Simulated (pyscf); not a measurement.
•HC=CH–CH=CH₂ (SMILES [CH]=CC=C) -> HC≡CH (SMILES C#C) + •HC=CH₂ (SMILES [CH]=C), a bond scission (doublet surface; C–C broken, none formed). PySCF, gas phase, ωB97X-D3(BJ)/def2-SVP geometries. Correlated levels are frozen-core, on RHF or UHF. ΔMP2 is the change of the MP2 total energy from the triple- to the quadruple-zeta basis. Energies in eV from the reactant's lowest minimum found.

Small-basis levels: PySCF, no dispersion term, spherical d functions. Open shells are spin-unrestricted. 

Q: In single points BP86/6-31G* puts the saddle at 2.21 eV and the reaction energy at +2.19 eV. Should these be trusted to within a few kcal/mol? Compare with CCSD(T)/def2-TZVPP + ΔMP2(QZVPP).

A: CCSD(T)/def2-TZVPP + ΔMP2(QZVPP) gives ΔE‡ = 2.03 eV and ΔE = +1.78 eV. BP86/6-31G* lies 0.19 eV over it in the barrier and 0.41 eV over it in the reaction energy, so on this step it does not hold to within 0.13 eV. CCSD(T)/def2-TZVPP + ΔMP2(QZVPP) has limits of its own. On the reactant side the descent ends in a point that may be a rotor saddle (no frequency run), 0.10 eV over the lowest minimum found and 2.06 eV under the saddle at ωB97X-D3(BJ)/def2-TZVP. At ωB97X-D3(BJ)/def2-TZVP the barrier from the zero used here is 2.16 eV. The same reactants have a lower exit, to cyclic C₄H₅ (SMILES [CH2]C1C=C1) [doublet] (barrier +1.14 eV at ωB97M-D3(BJ)/def2-TZVP, against +2.07 eV here). •HC=CH–CH=CH₂ lies 0.49 eV over its isomer •HC=C=CH–CH₃ (electronic energy, ωB97M-D3(BJ)/def2-TZVP). One saddle was located; it need not be the lowest between these sides. The CCSD(T) − MP2 part came from Ansatz, without density fitting, on the same reference. An open-shell T1 diagnostic exceeds 0.045. A UHF reference is spin-contaminated (<S²> up to 1.26), which harms MP2 most.
